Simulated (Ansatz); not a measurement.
# CH₃+ (triplet): the correlation ladder, cc-pVTZ

How much of the correlation energy of CH₃+ (triplet) does each wave-function method recover here?

Program: Ansatz 0.2.0, Gaussian basis. Level of theory: cc-pVTZ, core rule «outside noble gas», up to 1 orbitals frozen. These are calculated values, not measurements.

To be run: UHF; CCSD(T) on ROHF; CCSD(T) on UHF; BCCD(T) on ROHF; CCSDT(Q) on ROHF; CCSDT(Q) on UHF; CASSCF and MRCISD+Q, 6 electrons in 7 orbitals; CASSCF and NEVPT2, 6 electrons in 7 orbitals.

15 further runs of the same task are left out: 4 that didn't finish, 11 set aside as unsound or not needed.

## (1) The system

The geometry is a PBE0/def2-TZVP stationary point (not a proven minimum).

4 atoms, charge 1, spin multiplicity 3.

Atoms are counted from 1 here; the program's logs count them from 0.

Bond lengths: C1–H2 1.170 Å, C1–H3 1.083 Å, C1–H4 1.170 Å. Angles: H2–C1–H3 144.3°, H2–C1–H4 71.5°, H3–C1–H4 144.3°.

Geometry (Å):

```xyz
4
charge 1, multiplicity 3
C     0.0000    0.0000    0.0548
H     0.0000    0.6835   -0.8953
H     0.0000    0.0000    1.1377
H     0.0000   -0.6835   -0.8953
```

## (2) UHF

in.yaml

```yaml
crystal:
  periodic: [false, false, false]
  atoms:
    - {symbol: C, position_ang: [0.000000, 0.000000, 0.054784]}
    - {symbol: H, position_ang: [0.000000, 0.683459, -0.895251]}
    - {symbol: H, position_ang: [0.000000, 0.000000, 1.137696]}
    - {symbol: H, position_ang: [0.000000, -0.683459, -0.895251]}
basis:
  gaussian: {orbitals: cc-pVTZ}
total_charge: 1
magnetization: {spin_polarized: true, initial_magnetization: 2}
hamiltonian: {xc: hf}
output: {orbitals: {seedname: orbitals}}
```

The run is started by

```console
> ansatz run in.yaml --threads 1 --pin off --events-out ev --progress --plain --max-ram 2393MiB
```

The runs that follow: CCSD(T) on ROHF; CCSD(T) on UHF; BCCD(T) on ROHF; CCSDT(Q) on ROHF; CCSDT(Q) on UHF; CASSCF and MRCISD+Q, 6 electrons in 7 orbitals; CASSCF and NEVPT2, 6 electrons in 7 orbitals.

**Question.** What will the summary of the whole plan be? Wanted: UCCSDT(Q) below the RHF energy; RMP2 from UCCSDT(Q); UMP2 from UCCSDT(Q); RCCSD from UCCSDT(Q); RCCSD(T) from UCCSDT(Q); UCCSD(T) from UCCSDT(Q); RCCSDT(Q) from UCCSDT(Q); NEVPT2 valence from UCCSDT(Q); MRCISD+Q valence from UCCSDT(Q).

As calculated:

```
                         quantity                                                                     value
   UCCSDT(Q) below the RHF energy                                                                -4.1890 eV
              RMP2 from UCCSDT(Q)                                                                +662.6 meV
              UMP2 from UCCSDT(Q)                                                                +674.9 meV
             RCCSD from UCCSDT(Q)                                                                +122.9 meV
          RCCSD(T) from UCCSDT(Q)                                                                 +18.8 meV
          UCCSD(T) from UCCSDT(Q)                                                                 +17.4 meV
         RCCSDT(Q) from UCCSDT(Q)                                                                  +1.8 meV
    NEVPT2 valence from UCCSDT(Q)                                                                +508.6 meV
  MRCISD+Q valence from UCCSDT(Q)                                                                 +16.8 meV
levels within 1 kcal/mol (43 meV)  RCCSD(T), UCCSD(T), BCCD(T), RCCSDT, UCCSDT, RCCSDT(Q), MRCISD+Q valence
                    T1 diagnostic                                                                     0.020
   effectively unpaired electrons                                                                      2.01
```

What this shows: RCCSD(T) lands +18.8 meV from the yardstick (0.4 % of the correlation energy). One determinant dominates. Of the multireference levels listed MRCISD+Q valence comes nearest in total energy (+16.8 meV), which doesn't show that its space is the better one. These misses are within one basis, not against nature; the frozen cores of restricted and unrestricted runs differ, which can shift their rows.
